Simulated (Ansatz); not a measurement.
# BH (triplet): from Hartree-Fock to the top rungs at distance B1–H2 = 1.938 Å, cc-pVQZ

The task here is to estimate one member of a computed series from the others.

Program: Ansatz 0.2.0, Gaussian basis. Level of theory: cc-pVQZ, core rule «outside noble gas», up to 1 orbitals frozen. These are calculated values, not measurements.

Plan: UHF; CCSD(T) on ROHF; CCSD(T) on UHF; BCCD(T) on ROHF; CCSDT(Q) on ROHF; CCSDT(Q) on UHF; CASSCF and NEVPT2, 4 electrons in 5 orbitals; Full CI.

17 further runs of the same task are left out: 10 that didn't finish, 7 set aside as unsound or not needed.

**The geometry**

The geometry derives from a PBE0/def2-TZVP stationary point (not a proven minimum). One bond is set to the value named and the two fragments are kept rigid.

2 atoms, charge 0, spin multiplicity 3.

Atoms are counted from 1 here; the program's logs count them from 0.

No contacts short enough for the rule that draws bonds.

The first run:

File in.yaml:

```yaml
crystal:
  periodic: [false, false, false]
  atoms:
    - {symbol: B, position_ang: [0.000000, 0.000000, 0.000000]}
    - {symbol: H, position_ang: [0.000000, 0.000000, 1.938000]}
basis:
  gaussian: {orbitals: cc-pVQZ}
magnetization: {spin_polarized: true, initial_magnetization: 2}
hamiltonian: {xc: hf}
output: {orbitals: {seedname: orbitals}}
```

On the command line:

```sh
$ ansatz run in.yaml --threads 1 --pin off --events-out ev --progress --plain --max-ram 2393MiB
```

Among the steps run: UHF; CCSD(T) on ROHF; CCSD(T) on UHF; BCCD(T) on ROHF; CCSDT(Q) on ROHF; CCSDT(Q) on UHF; CASSCF and NEVPT2, 4 electrons in 5 orbitals; Full CI.

One table of the session follows, with a row left open; its other results are not shown here.

| method | from FCI (meV) |
| --- | --- |
| ROHF | +2449.9 |
| UHF | +2080.0 |
| RMP2 | +776.7 |
| UMP2 | +743.8 |
| RCCSD | +90.2 |
| UCCSD | +84.7 |
| RCCSD(T) | +20.6 |
| UCCSD(T) | +20.9 |
| BCCD(T) | +22.8 |
| RCCSDT | +1.4 |
| UCCSDT | ? |
| RCCSDT(Q) | +0.1 |
| UCCSDT(Q) | -0.5 |
| CASSCF valence | +1220.7 |
| NEVPT2 valence | +298.0 |
| FCI | 0 |

Q: Estimate the row for UCCSDT from the others.

The run gave: from FCI (meV): +0.7. In the column «from FCI (meV)» it lies between RCCSDT(Q) (+0.1) and RCCSDT (+1.4).

Among the levels timed on like hardware and quicker than the yardstick, those that no quicker one beats, quickest first: NEVPT2 valence (2.6 s, +298.0 meV); UCCSD(T) (4.7 s, +20.9 meV); RCCSD(T) (4.8 s, +20.6 meV).

To keep in mind: The yardstick is full CI for this spin, exact in this basis with these frozen cores. Levels on UHF freeze UHF's core orbitals, full CI those of ROHF, so the U rows can settle a little off it for that reason alone. Restricted and unrestricted rows rest on different reference determinants; where their highest levels disagree by more than a few hundredths of an eV, they describe different states and don't form one ladder.
